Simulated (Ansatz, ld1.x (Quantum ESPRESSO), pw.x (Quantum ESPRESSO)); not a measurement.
# pw.x on fcc Al: one setting changed

Potential: norm-conserving Troullier–Martins (Kleinman–Bylander form), ld1.x (Quantum ESPRESSO) 7.5, LDA (PW92); core [Ne], reference 3s2 3p1; waves: 3s (bound): rc 1.95 bohr; 3p (bound): rc 2.55 bohr; 3d channel at -0.1 Ry: rc 2.15 bohr; local part: all-electron potential smoothed inside 1.50 bohr (lloc = -2); core correction: a·sin(br)/r model core inside 1.70 bohr.

The reference run (k-mesh 14³, cutoffs 50/200 Ry, Fermi–Dirac 0.01 Ry, mixing_beta 0.4, conv_thr 1e-9, no spin) gives -1.15 GPa at 15.842 Å³/atom, where all-electron LAPW gives -0.23 GPa. This run, with its own iteration cap, changes smearing to gauss.

```
&control
  calculation='scf', prefix='x', pseudo_dir='./', outdir='./tmp', tstress=.true., disk_io='none'
/
&system
  ibrav=0, nat=1, ntyp=1, ecutwfc=50, ecutrho=200, nbnd=8,
  occupations='smearing', smearing='gauss', degauss=0.01
/
&electrons
  conv_thr=1e-09, mixing_beta=0.4, electron_maxstep=60
/
ATOMIC_SPECIES
Al 1.0 Al.UPF
CELL_PARAMETERS angstrom
  0.00000000 1.99339488 1.99339488
  1.99339488 0.00000000 1.99339488
  1.99339488 1.99339488 0.00000000
ATOMIC_POSITIONS crystal
Al 0.0000 0.0000 0.0000
K_POINTS automatic
14 14 14 0 0 0
```

```bash
pw.x < Al.scf.in > Al.scf.out
```

Problem. How does the run end?

Solution. It converges in 5 iterations; the free energy moves by +12.0 meV/atom and the pressure by -0.19 GPa. Gaussian smearing of the same width is narrower in effect than Fermi–Dirac, so its quadratic term in F is smaller.

```
Message from routine setup:
     using ibrav=0 with symmetry is DISCOURAGED, use correct ibrav instead
     lattice parameter (alat)  =       5.3273  a.u.
     unit-cell volume          =     106.9071 (a.u.)^3
     number of electrons       =         3.00
     number of Kohn-Sham states=            8
     kinetic-energy cutoff     =      50.0000  Ry
     charge density cutoff     =     200.0000  Ry
     scf convergence threshold =      1.0E-09
     Exchange-correlation= PW
     number of k points=   104  Gaussian smearing, width (Ry)=  0.0100
     iteration #  1     ecut=    50.00 Ry     beta= 0.40
     total energy              =      -4.44068466 Ry
     estimated scf accuracy    <       0.00615653 Ry
     iteration #  2     ecut=    50.00 Ry     beta= 0.40
     total energy              =      -4.43999736 Ry
     estimated scf accuracy    <       0.00200972 Ry
     iteration #  3     ecut=    50.00 Ry     beta= 0.40
     total energy              =      -4.44004732 Ry
     estimated scf accuracy    <       0.00000291 Ry
     iteration #  4     ecut=    50.00 Ry     beta= 0.40
     total energy              =      -4.44004782 Ry
     estimated scf accuracy    <       0.00000004 Ry
     iteration #  5     ecut=    50.00 Ry     beta= 0.40
     the Fermi energy is     8.0967 ev
!    total energy              =      -4.44004782 Ry
     estimated scf accuracy    <          5.0E-11 Ry
     smearing contrib. (-TS)   =      -0.00033646 Ry
     The total energy is F=E-TS. E is the sum of the following terms:
     one-electron contribution =       2.95800903 Ry
     hartree contribution      =       0.00797556 Ry
     xc contribution           =      -1.92864745 Ry
     ewald contribution        =      -5.47704851 Ry
     convergence has been achieved in   5 iterations
          total   stress  (Ry/bohr**3)                   (kbar)     P=      -13.47
     Message from routine punch:
     Nothing written, as per user request (disk_io='none')
```

The run took about 5.2 s on one core of a shared host (Intel(R) Xeon(R) Platinum 8375C CPU @ 2.90GHz, 96 threads, 744 GiB, load 56).
